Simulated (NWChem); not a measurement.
## hydrogen isocyanide (CHN) in NWChem

SMILES: [C-]#[NH+]
```xyz
3

C      0.0000     0.0000     0.7490
N      0.0000     0.0000    -0.4352
H      0.0000     0.0000    -1.4477
```
Charge 0, spin multiplicity 1.

All runs are NWChem calculations. All single points use one geometry, from PBE/def2-SVP, a minimum by its harmonic frequencies.

Symmetry labels belong to the abelian group C2v used in the runs, with the axes of the coordinates shown; states degenerate in a higher group split over its labels.

### Question
List the lowest 6 singlet excitations that TD-PBE/aug-cc-pVDZ gives, with oscillator strengths.

### Answer
```tsv
state	symmetry	energy (eV)	wavelength (nm)	f
1	a1	7.03	176	0.030
2	b2	7.81	159	0.086
3	b1	7.81	159	0.086
4	a2	8.30	149	0.000
5	a2	8.56	145	0.000
6	a1	8.56	145	0.000
```
